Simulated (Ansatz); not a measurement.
We consider 1T (CdI2-type) HfS2, described by rVV10 (Ansatz, a quantum-chemistry and plane-wave program, plane waves, PAW).

Run with plane-wave cutoff 520 eV, 12×12×6 k mesh (along the axes of the cell as run), Fermi–Dirac smearing 0.01 eV, scalar-relativistic PAW data made under PBE.

Energies at three volumes about the minimum:

```json
[
 {"V (Å³/atom)": "22.266", "E − E_lowest (meV/atom)": "1.01"},
 {"V (Å³/atom)": "22.720", "E − E_lowest (meV/atom)": "0.00"},
 {"V (Å³/atom)": "23.174", "E − E_lowest (meV/atom)": "0.87"}
]
```

Question: Fit a parabola by hand: where is the minimum, and what is the bulk modulus?

Answer: Slopes: (0.00 − 1.01)/(22.720 − 22.266) = -2.225 and (0.87 − 0.00)/(23.174 − 22.720) = 1.916 meV/Å³. Curvature E″ = 2 × (1.916 − (-2.225))/(23.174 − 22.266) = 9.121 meV/Å⁶. From the middle of the first interval, the slope vanishes at V0 = 22.4930 − (-2.225)/9.121 = 22.737 Å³/atom. B = V0 E″ = 22.737 × 9.121 meV/Å³ × 0.1602 GPa per meV/Å³ = 33.2 GPa. The full Birch–Murnaghan fit to all volumes gives V0 = 22.720 Å³/atom and B0 = 32.8 GPa.

Shape and atoms are relaxed at each volume.

Note: the bulk modulus comes from volumes at which shape and atoms were relaxed.
